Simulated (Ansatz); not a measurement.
# Si₂NH₅: ionisation energy by level of theory

The task here is to estimate one member of a computed series from the others.

Program: Ansatz 0.2.0, Gaussian basis. Level of theory: unrestricted cation, the program's frozen cores in correlated methods. These are calculated values, not measurements.

Levels to be run: UKS PBE-D4/def2-TZVPP; UKS r2SCAN-D4/def2-TZVPP; UKS PBE0-D4/def2-TZVPP; UKS B3LYP-D4/def2-TZVPP; UKS wB97X-V/def2-TZVPP; UKS wB97M-V/def2-TZVPP; UKS B2PLYP/def2-TZVPP; UHF-CCSD(T)/def2-TZVPP; UHF-MP2/def2-QZVPP; extrapolation to the limit; then −ε(HOMO) from the neutral's earlier runs with LDA (SPW92), PBE-D4, revPBE-D4, BLYP-D4, r2SCAN-D4, B97M-V, PBE0-D4, B3LYP-D4, r2SCANh-D4, r2SCAN0-D4, HSE06-D4, BHLYP-D4, CAM-B3LYP-D4, LC-ωPBE, ωB97X-V, ωB97M-V.

## The geometry

An earlier PBE0-D4 in a triple-zeta def2 set relaxation fixed the geometry.

8 atoms, charge 0, spin multiplicity 1.

Atoms are counted from 1 here; the program's logs count them from 0.

Bond lengths: N1–Si2 1.719 Å, N1–Si3 1.747 Å, N1–H4 1.011 Å, Si2–H5 1.538 Å, Si3–H6 1.484 Å, Si3–H7 1.484 Å, Si3–H8 1.489 Å. Angles: Si2–N1–Si3 126.1°, Si2–N1–H4 117.1°, Si3–N1–H4 116.8°, N1–Si2–H5 93.3°, N1–Si3–H6 110.7°, N1–Si3–H7 110.7°, N1–Si3–H8 108.2°, H6–Si3–H7 109.0°, H6–Si3–H8 109.2°, H7–Si3–H8 109.2°.

The first run:

Contents of in.yaml:

```yaml
crystal:
  periodic: [false, false, false]
  atoms:
    - {symbol: N, position_ang: [-0.713588, 0.003786, -0.646674]}
    - {symbol: Si, position_ang: [-0.432426, 1.402134, -1.605403]}
    - {symbol: Si, position_ang: [0.274377, -0.546487, 0.685237]}
    - {symbol: H, position_ang: [-1.526092, -0.553569, -0.872471]}
    - {symbol: H, position_ang: [0.839671, 1.787570, -0.830814]}
    - {symbol: H, position_ang: [0.325400, 0.477909, 1.757298]}
    - {symbol: H, position_ang: [1.655823, -0.835443, 0.227706]}
    - {symbol: H, position_ang: [-0.330865, -1.793000, 1.229220]}
basis:
  gaussian: {orbitals: def2-TZVPP}
total_charge: 1
magnetization: {spin_polarized: true, initial_magnetization: 1}
hamiltonian: {xc: pbe, dispersion: d4}
```

Run with:

```console
> ansatz run in.yaml --threads 2 --pin off --events-out ev --progress --plain --max-ram 4352MiB
```

Steps of the session up to this table: Cation, UKS PBE-D4/def2-TZVPP; Cation, UKS r2SCAN-D4/def2-TZVPP; Cation, UKS PBE0-D4/def2-TZVPP; Cation, UKS B3LYP-D4/def2-TZVPP; Cation, UKS wB97X-V/def2-TZVPP; Cation, UKS wB97M-V/def2-TZVPP; Cation, UKS B2PLYP (frozen core)/def2-TZVPP; Cation, UHF-CCSD(T)/def2-TZVPP; Cation, UHF-MP2/def2-QZVPP.

One of the session's tables, all rows but one given; the rest of the session is left out.

Orbital estimates, from the neutral's runs:

| functional | −ε(HOMO) (eV) |
| --- | --- |
| LDA (SPW92) | 5.52 |
| PBE-D4 | 5.46 |
| revPBE-D4 | 5.43 |
| BLYP-D4 | ? |
| r2SCAN-D4 | 5.66 |
| B97M-V | 5.78 |
| PBE0-D4 | 6.52 |
| B3LYP-D4 | 6.34 |
| r2SCANh-D4 | 6.05 |
| r2SCAN0-D4 | 6.64 |
| HSE06-D4 | 6.12 |
| BHLYP-D4 | 7.48 |
| CAM-B3LYP-D4 | 7.80 |
| LC-ωPBE | 9.09 |
| ωB97X-V | 8.78 |
| ωB97M-V | 8.61 |

Q: Estimate the row for BLYP-D4 from the others.

Worked estimate for «−ε(HOMO) (eV)». Against the share of exact exchange, B3LYP-D4 (0.2, 6.34), BHLYP-D4 (0.5, 7.48) give a slope of 3.80 per unit share; at 0 the line stands at 5.58.

As computed: −ε(HOMO) (eV): 5.34. In «−ε(HOMO) (eV)» the line misses by +0.24.
